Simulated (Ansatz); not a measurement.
## CH₅NSi, SMILES N=C[SiH3]: a composite energy at a relaxed geometry, step by step

With the Python package of Ansatz (0.2.0).

Notebook, run cell by cell (the value of a cell's last expression is shown):

```python
from dataclasses import dataclass
import itertools
import warnings

import ansatz
from ase import Atoms
from ase.data import atomic_numbers, covalent_radii
import numpy as np
```

```python
@dataclass(frozen=True)
class Options:
    basis_set: str = "def2-SVP"
    xc: str = "B3LYP"
    dispersion: str = "d4"
```

```python
cfg = Options()
```

```python
warnings.simplefilter("ignore", ansatz.DeckWarning)
```

```python
atoms = Atoms(["N", "C", "Si", "H", "H", "H", "H", "H"], positions=[
    [-1.5564, 0.1819, -0.6952],
    [-0.3276, 0.3672, -0.6234],
    [0.6326, -0.4215, 0.7423],
    [-1.8919, 0.7438, -1.5289],
    [0.2377, 0.9591, -1.3786],
    [0.2573, 0.0868, 2.0985],
    [2.133, -0.0831, 0.5986],
    [0.6075, -1.8913, 0.7309],
])
mol = ansatz.Crystal.molecule_from_ase(atoms)

base = mol.calculation()
base = base.basis(gaussian=cfg.basis_set)
base = base.functional(cfg.xc, dispersion=cfg.dispersion)
symbols = [site.symbol for site in mol.cartesian_sites]
start = np.array([site.position_ang for site in mol.cartesian_sites], dtype=float)
report = base.relax(force_tolerance=0.01, max_steps=100).run(threads=1).report
end = np.array(report["positions_ang"])
# pairs closer than 1.2 times the sum of covalent radii, before or after
radius = [covalent_radii[atomic_numbers[s]] for s in symbols]
span = lambda where, i, j: np.linalg.norm(where[i] - where[j])
bonded = [(i, j) for i, j in itertools.combinations(range(len(symbols)), 2) if min(span(start, i, j), span(end, i, j)) < 1.2 * (radius[i] + radius[j])]
print("pair        before    after (A)")
for i, j in bonded:
    print(f"{symbols[i]}{i}-{symbols[j]}{j}".ljust(10), f"{span(start, i, j):8.4f} {span(end, i, j):8.4f}")
```

    pair        before    after (A)
    N0-C1        1.2448   1.2761
    N0-H3        1.0599   1.0304
    C1-Si2       1.8464   1.9005
    C1-H4        1.1137   1.1134
    Si2-H5       1.4962   1.4942
    Si2-H6       1.5448   1.4941
    Si2-H7       1.4701   1.4865

```python
minimum = ansatz.Crystal.molecule()
for symbol, place in zip(symbols, end):
    minimum = minimum.atom(symbol, place.tolist())
at_minimum = minimum.calculation()
# MP2 extrapolated to the basis limit, plus the small-basis difference CCSD(T) - MP2
level = lambda method, basis: at_minimum.basis(gaussian=basis).correlation(method).run(threads=1).report
small, large, cluster = level("mp2", "cc-pVDZ"), level("mp2", "cc-pVTZ"), level("ccsd_t", "cc-pVDZ")
corr = lambda each: (each["free_energy_ev"] - each["reference_energy_ev"]) / 27.211386246
mp2_limit = (27 * corr(large) - 8 * corr(small)) / 19
pieces = {"HF / cc-pVTZ": large["reference_energy_ev"] / 27.211386246, "MP2 correlation, DZ-TZ limit": mp2_limit, "CCSD(T) - MP2 / cc-pVDZ": corr(cluster) - corr(small)}
for name, value in pieces.items():
    print(f"{name:32s} {value:14.6f} Ha")
print(f"{'sum':32s} {sum(pieces.values()):14.6f} Ha")
print("T1 diagnostic", round(cluster["correlation"]["coupled_cluster"]["t1_diagnostic"], 4))
```

    HF / cc-pVTZ                        -384.172068 Ha
    MP2 correlation, DZ-TZ limit          -0.531217 Ha
    CCSD(T) - MP2 / cc-pVDZ               -0.057003 Ha
    sum                                 -384.760288 Ha
    T1 diagnostic 0.0121

What to keep in mind:
- Total energies depend on the basis set; only differences at equal settings carry meaning.
- The sum leaves out core correlation, relativity, the Hartree-Fock basis error and zero-point energy; a DZ-TZ extrapolation is rough.
- b3lyp holds the VWN-RPA fit, as in Gaussian; the form of ORCA and Turbomole is b3lyp5.
- Inner cores stay frozen, so this is valence correlation.
- For Al to Cl the sets with a tight d function, cc-pV(X+d)Z, are usual.
- An extrapolation from small basis sets is rough.
- Wall time of the script: 70 s on 1 thread of Arm Neoverse V1 (shared host), peak memory 0.33 GiB.

(A comment or docstring line of the script was reworded after the run, the code is as it ran; lines on the test bed's own set-up are left out of the output.)
